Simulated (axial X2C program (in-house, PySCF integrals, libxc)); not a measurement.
Outer orbitals of S₂⁺ at 1.824 Å, PBE0

Computed with an in-house all-electron X2C program for linear molecules (integrals from PySCF). Spin-free means the one-electron spin-free X2C Hamiltonian; two-component (2c) means X2C with spin–orbit coupling and atomic mean-field two-electron Coulomb and Gaunt terms, so the difference of the two also holds small scalar two-electron terms. Basis: S dyall-av3z [9s8p3d2f] (cores contracted in-house); Gaussian nuclei, density fitting, unrestricted open shells. Masses: S 31.972 u.

The distance is close to the 2c PBE0 minimum; the highest filled and lowest empty levels are listed.

Spin-free orbitals, state M_S = 1/2, Λ = 1 (beyond evenly filled blocks: π+α) (Löwdin shares):

```csv
symmetry,occupied,ε (eV),atomic character
σα,yes,-32.09,"70% S s, 19% S p, 8% S d"
σβ,yes,-31.68,"68% S s, 21% S p, 9% S d"
σα,yes,-25.32,"64% S s, 25% S p, 9% S d"
σβ,yes,-24.39,"64% S s, 26% S p, 8% S d"
σα,yes,-19.09,"81% S p, 15% S s"
π+α,yes,-18.72,"90% S p, 6% S d"
σβ,yes,-18.70,"80% S p, 16% S s"
π-α,yes,-18.17,"89% S p, 7% S d"
π-β,yes,-17.65,"87% S p, 8% S d, 4% S f"
π+β,yes,-17.65,"87% S p, 8% S d, 4% S f"
π+α,yes,-14.43,"77% S p, 17% S d, 6% S f"
π-α,no,-12.20,"76% S p, 18% S d, 6% S f"
π+β,no,-11.40,"76% S p, 18% S d, 6% S f"
π-β,no,-11.40,"76% S p, 18% S d, 6% S f"
σα,no,-6.64,"49% S p, 41% S d, 8% S s"
```

Spinors with spin–orbit coupling (state Ω = 1/2):

```tsv
ω	occupied	ε (eV)	atomic character	λ mixture
-1/2	yes	-32.09	70% S s, 19% S p, 8% S d	100% σ
1/2	yes	-31.67	68% S s, 21% S p, 9% S d	100% σ
-1/2	yes	-25.32	64% S s, 25% S p, 9% S d	100% σ
1/2	yes	-24.39	64% S s, 26% S p, 8% S d	100% σ
-1/2	yes	-19.08	81% S p, 15% S s	100% σ
1/2	yes	-18.74	90% S p, 6% S d	100% π
1/2	yes	-18.70	80% S p, 16% S s	100% σ
-3/2	yes	-18.14	89% S p, 7% S d	100% π
-1/2	yes	-17.67	88% S p, 8% S d, 4% S f	100% π
3/2	yes	-17.62	87% S p, 8% S d, 4% S f	100% π
1/2	yes	-14.46	77% S p, 17% S d, 6% S f	100% π
-3/2	no	-12.17	76% S p, 18% S d, 6% S f	100% π
-1/2	no	-11.42	76% S p, 18% S d, 6% S f	100% π
3/2	no	-11.36	75% S p, 18% S d, 6% S f	100% π
-1/2	no	-6.64	49% S p, 41% S d, 8% S s	100% σ
```

How does the gap between the highest filled and lowest empty level change from the spin-free to the 2c table?

From 2.23 to 2.29 eV at PBE0, a change of 0.06 eV.

Mulliken charges and populations of the two-component result (they depend on the basis, above all on diffuse functions):

S1 0.50 e (s 5.87 p 9.47 d 0.15 f 0.02), S2 0.50 e (s 5.87 p 9.47 d 0.15 f 0.02). ⟨Lz⟩ = 1.00 ħ and ⟨Sz⟩ = -0.50 ħ (-0.25 and -0.25 on the two atoms), which add up to Ω.

The state is a single determinant with fixed occupations, the lowest that a limited PBE0 search found. Density functionals use the spin component along the axis (collinear). Without a current term, density functionals place determinants with orbital angular momentum somewhat too high.
